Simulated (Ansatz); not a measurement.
CH5OSi (`C[SiH]O`) radical at its PBE0-D4/def2-TZVP geometry, where that method's forces vanish. Charge 0, multiplicity 2.

```xyz
8

C     0.1717    1.0543    0.4280
Si    0.4832   -0.6998   -0.1210
O    -0.6280   -1.0195   -1.3079
H     0.3324    1.7559   -0.3927
H     0.8436    1.3212    1.2469
H    -0.8603    1.1611    0.7760
H     0.3103   -1.6592    1.0212
H    -0.6529   -1.9142   -1.6504
```

**Question.** What forces (eV/Å) does r2SCAN-D4/def2-TZVPP give on these atoms in the Gaussian-basis code of Ansatz? (Estimate.)

**Answer.** Ansatz gave: 
```
C1   0.017 -0.021  0.002
Si2  0.066 -0.011  0.051
O3  -0.053  0.016 -0.045
H4  -0.010 -0.003  0.026
H5  -0.030  0.015 -0.020
H6   0.017  0.013 -0.002
H7  -0.001  0.015  0.001
H8  -0.006 -0.024 -0.014
```
